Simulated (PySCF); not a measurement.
phosphine (H3P), SMILES P.

Coordinates come from a PBE0-D3(BJ)/def2-TZVPD optimisation.

Method: ωB97X/def2-TZVPD (PySCF).

Isolated molecule, no solvent.

**Question.** Estimate the frontier levels, gap, dipole moment and polarisability. (An estimate is asked for; the answer gives what the named calculation found.)

**Answer.** 
```
Item                                                                                                            Value
---------------------------------------------------------------------------------------------  ----------------------
highest occupied level                                                                                      -10.26 eV
lowest empty level                                                                                            1.98 eV
orbital gap                                                                                                  12.24 eV
dipole moment                                                                                                  0.68 D
quadrupole, principal values (traceless, Buckingham form, about the centre of nuclear charge)   -2.25, 1.13, 1.13 D·Å
mean static polarisability                                                                       30.4 bohr³ (4.51 Å³)
polarisability, principal values                                                               30.0, 30.0, 31.3 bohr³
```
